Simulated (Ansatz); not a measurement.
For wurtzite GaN, PBE in Ansatz (PAW) gives:

* **lattice constant a**: 3.218 Å
* **c axis length**: 5.243 Å
* **cohesive energy**: 4.40 eV/atom
* **elastic constant C11**: 324 GPa
* **elastic constant C44**: 89.3 GPa
* **Voigt–Reuss–Hill shear modulus**: 104 GPa

Question: What does B3LYP (VWN-RPA form) (Ansatz, an electronic-structure program, PAW) give for the same quantities?

Answer: 
- lattice constant a: 3.212 Å (drops by 0.2 %)
- lattice parameter c: 5.231 Å (shrinks by 0.2 %)
- cohesive energy: 4.03 eV/atom (decreases by 0.37 eV/atom)
- elastic constant C11: 353 GPa (rises by 9.0 %)
- elastic constant C44: 101 GPa (grows by 13 %)
- Voigt–Reuss–Hill shear modulus: 117 GPa (rises by 12 %)

For comparison: lattice constant a 3.189 Å (measured, room temperature, not corrected to a static lattice; as tabulated in Lucero et al. (2012), arXiv:1111.4515); lattice parameter c 5.185 Å (measured, room temperature, no zero-point or thermal correction; as tabulated in Lucero et al. (2012), arXiv:1111.4515); cohesive energy 4.53 eV/atom (measured, temperature not stated, no zero-point or thermal correction; as tabulated in Zoroddu et al. (2001), arXiv:cond-mat/0011434); elastic constant C11 390 GPa (measured, temperature not stated, not corrected to a static lattice, our sources range from 359 to 390; as tabulated in Oses et al. (2018), arXiv:1811.08464); elastic constant C44 105 GPa (measured, temperature not stated, no zero-point or thermal correction, our sources range from 98.0 to 105; as tabulated in Oses et al. (2018), arXiv:1811.08464); Voigt–Reuss–Hill shear modulus 120 GPa (measured, temperature not stated, not corrected to a static lattice, Hill average of measured single-crystal constants; as tabulated in Oses et al. (2018), arXiv:1811.08464).

Changes are worked out from the printed values.

Unless a cell is named, each level is at its own relaxed cell (PBE 11.76, B3LYP (VWN-RPA form) 11.68 Å³/atom).

Ansatz's density-functional and Hartree–Fock values are scalar-relativistic unless marked +SOC, with PAW data made under PBE.
